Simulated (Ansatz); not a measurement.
```yaml
crystal:
  periodic: [false, false, false]
  atoms:
    - {symbol: Zn, position_ang: [0.259293, 0.441646, -0.282846]}
    - {symbol: O, position_ang: [0.791277, -1.218626, 0.018101]}
    - {symbol: F, position_ang: [-1.207593, 1.096388, 0.234513]}
    - {symbol: F, position_ang: [-0.351488, -1.590658, 0.724044]}
basis:
  gaussian: {orbitals: def2-TZVP}
hamiltonian: {xc: pbe0}
relax: {f_tol: 0.004, max_steps: 80}
```

```sh
$ ansatz run in.yaml --threads 1 --pin off --events-out ev --progress --plain --max-ram 2176MiB
```

Steps of the relaxation (energy above the last step; positions in Å, forces in eV/Å):

```
4
step 1, 927.2 meV
Zn    0.259    0.442   -0.283    0.360   -0.094   -0.150
O     0.791   -1.219    0.018    2.144   -1.093   -0.709
F    -1.208    1.096    0.235   -1.597    1.700    0.224
F    -0.351   -1.591    0.724   -0.907   -0.513    0.635
```

```
4
step 2, 515.5 meV
Zn    0.193    0.412   -0.240   -0.674   -0.330    0.454
O     0.835   -1.257    0.009    1.144   -0.207   -0.508
F    -1.245    1.282    0.190   -0.078    0.790   -0.232
F    -0.292   -1.709    0.735   -0.391   -0.253    0.285
```

```
4
step 3, 239.3 meV
Zn    0.085    0.349   -0.163   -0.976   -0.032    0.505
O     0.893   -1.287   -0.010    0.144    0.331   -0.187
F    -1.258    1.469    0.132    0.776   -0.148   -0.342
F    -0.229   -1.802    0.735    0.056   -0.151    0.024
```

```
4
step 5, 19.4 meV
Zn   -0.143    0.286   -0.026   -0.033   -0.087    0.046
O     0.871   -1.215   -0.023   -0.562   -0.363    0.409
F    -1.155    1.693    0.003    0.051    0.008   -0.028
F    -0.081   -2.035    0.740    0.545    0.442   -0.427
```

```
4
step 6, 10.1 meV
Zn   -0.203    0.259    0.014    0.112    0.168   -0.115
O     0.858   -1.204   -0.021   -0.260   -0.097    0.165
F    -1.123    1.731   -0.027   -0.014   -0.090    0.038
F    -0.041   -2.058    0.727    0.162    0.018   -0.088
```

```
4
step 10, 0.0 meV
Zn   -0.186    0.287   -0.004    0.001   -0.002    0.000
O     0.831   -1.205   -0.006    0.000    0.001    0.000
F    -1.131    1.739   -0.025   -0.001    0.001    0.000
F    -0.022   -2.092    0.730    0.000    0.000    0.000
```

Close pairs at the end: O2–F4 1.434 Å, Zn1–F3 1.733 Å, Zn1–O2 1.806 Å, Zn1–F4 2.495 Å.

A stationary point of restricted PBE0 after 10 steps (its stability towards spin polarisation wasn't tested); no frequencies were run, so it isn't proven a minimum. 54 s on 1 thread of Arm Neoverse V2, shared host.
